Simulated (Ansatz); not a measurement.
# BHCl₂ (singlet): wave-function methods side by side at a displaced geometry (v1), cc-pVDZ

Aim: climb from Hartree-Fock through coupled cluster for BHCl₂ (singlet) at one geometry and basis, and see what each rung misses.

Computed with Ansatz 0.2.0, Gaussian basis. Level: cc-pVDZ, core rule «outside noble gas», up to 11 orbitals frozen.

The runs, in order: UHF; CCSD(T) on RHF; BCCD(T) on RHF; CISD; CCSDT(Q) on RHF.

19 further runs of the same task are left out: 2 for a known fault of the program, 7 that didn't finish, 10 set aside as unsound or not needed.

## (1) The geometry

The geometry is a PBE0/def2-TZVP stationary point (not a proven minimum) with its atoms shifted at random (size 0.040 Å).

4 atoms, charge 0, spin multiplicity 1.

Atoms are counted from 1 here; the program's logs count them from 0.

Bond lengths: B1–Cl2 1.736 Å, B1–Cl3 1.711 Å, B1–H4 1.208 Å. Angles: Cl2–B1–Cl3 119.2°, Cl2–B1–H4 117.8°, Cl3–B1–H4 122.9°.

## (2) UHF

The input, in.yaml:

```yaml
crystal:
  periodic: [false, false, false]
  atoms:
    - {symbol: B, position_ang: [-0.019164, -0.731693, 0.028114]}
    - {symbol: Cl, position_ang: [-0.019997, 0.109456, -1.490480]}
    - {symbol: Cl, position_ang: [0.027967, 0.168766, 1.481789]}
    - {symbol: H, position_ang: [-0.074810, -1.938064, 0.004150]}
basis:
  gaussian: {orbitals: cc-pVDZ}
magnetization: {spin_polarized: true, initial_magnetization: 0}
hamiltonian: {xc: hf}
output: {orbitals: {seedname: orbitals}}
```

Command:

```bash
$ ansatz run in.yaml --threads 1 --pin off --events-out ev --progress --plain --max-ram 2393MiB
```

After this run come: CCSD(T) on RHF; BCCD(T) on RHF; CISD; CCSDT(Q) on RHF.

**Question.** What will the summary of the whole plan be? Wanted: RCCSDT(Q) below the RHF energy; RMP2 from RCCSDT(Q); RCCSD from RCCSDT(Q); RCCSD(T) from RCCSDT(Q); T1 diagnostic.

The runs gave:

```
                         quantity                      value
   RCCSDT(Q) below the RHF energy                -10.7696 eV
              RMP2 from RCCSDT(Q)                +1152.0 meV
             RCCSD from RCCSDT(Q)                 +300.9 meV
          RCCSD(T) from RCCSDT(Q)                  +39.3 meV
levels within 1 kcal/mol (43 meV)  RCCSD(T), BCCD(T), RCCSDT
                    T1 diagnostic                      0.012
```

**Reading.** RCCSD(T) misses by +39.3 meV, 0.4 % of the correlation energy. These misses are within one basis, not against nature.
